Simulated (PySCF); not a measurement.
All values below come from B3LYP-D3(BJ)/def2-TZVP // TPSS-D3(BJ)/def2-SVP run with PySCF. Gas-phase values, no solvent. B3LYP has the VWN-RPA correlation part, as in Gaussian. 

Reference species (SMILES): `C#N` (neutral, multiplicity 1).

```
Quantity          Result
-------------  ---------
dipole moment     3.05 D
HOMO–LUMO gap    9.89 eV
HOMO           -10.06 eV
```

Changed species: `COC` (free ligand O(CH3)2; the reference has free ligand NCH).

### Question
Give the shifts of the dipole moment, HOMO–LUMO gap and HOMO.

### Answer
the dipole moment drops by 1.82 D, to 1.23 D; the HOMO–LUMO gap decreases by 1.68 eV, to 8.21 eV; the HOMO rises by 2.85 eV, to -7.21 eV.
